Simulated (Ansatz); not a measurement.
Abridged output of a molecular run in Ansatz:

```
Functional definition: HF
  name "HF"
  cite "Fock, Z. Phys. 61, 126 (1930) doi:10.1007/BF01340294"
  parent pbe
  exchange = exact_x
  correlation = 0
882 factors; integrals over basis functions are off by at most 1.0e-3 eV
mean field evaluation 1: about -16650.1142 eV, gradient 2.4e1 eV
mean field evaluation 2: about -16650.2216 eV, gradient 2.4e1 eV
mean field evaluation 4: about -16651.8763 eV, gradient 3.6e0 eV
mean field evaluation 8: about -16651.9107 eV, gradient 2.0e-1 eV
mean field -16651.91102367 eV, -611.9464430493 hartree, gradient 1.2e-6 eV, S^2 0.000000; 0 other end points of the search recorded, 0 dependent functions left out
9 core orbitals not correlated: weight in the atoms' cores, before any rotation towards them, 1.000 or more for the frozen orbitals, at most 0.000 for the correlated occupied ones
reference -16651.91102367 eV, -611.9464430493 hartree; 14, 14 occupied and 66, 66 virtual orbitals, 882 factors
second order -19.16912341 eV of doubles, -0.00000000 eV of singles
cycle   1  -19.51465394 eV  change   -3.5e-1 eV  update   1.1e-1
cycle   2  -20.01860922 eV  change   -5.0e-1 eV  update   3.3e-2
cycle   3  -20.15387417 eV  change   -1.4e-1 eV  update   1.7e-2
cycle   4  -20.15153459 eV  change    2.3e-3 eV  update   4.2e-3
cycle   5  -20.15099923 eV  change    5.4e-4 eV  update   1.8e-3
cycle   6  -20.15153578 eV  change   -5.4e-4 eV  update   5.3e-4
cycle   7  -20.15124728 eV  change    2.9e-4 eV  update   2.0e-4
cycle   8  -20.15114960 eV  change    9.8e-5 eV  update   8.8e-5
cycle   9  -20.15115993 eV  change   -1.0e-5 eV  update   3.3e-5
perturbative correction -0.68837911 eV, -0.0252974657 hartree
Total energy: -16672.75056272 eV, -612.7122819835 hartree
```

Its atoms:

Cartesian coordinates in Å:
```
F 1.993 -0.870 -0.367
C 0.994 -0.199 -0.960
C -0.088 0.132 -0.293
C -0.783 0.089 0.977
S -1.614 0.924 -0.426
H 1.182 0.024 -2.001
H -1.234 -0.846 1.293
H -0.450 0.745 1.776
```

Question: Which basis set was used?
A. def2-SVP
B. def2-TZVPP
C. def2-SVPD
D. def2-QZVPP

Answer: A. It gives 89 functions.

Question: Write the keys of the input that set method, charge and spin (a neutral closed shell needs none for the last two).

Answer: 
```yaml
correlation: {method: ccsd_t}
```
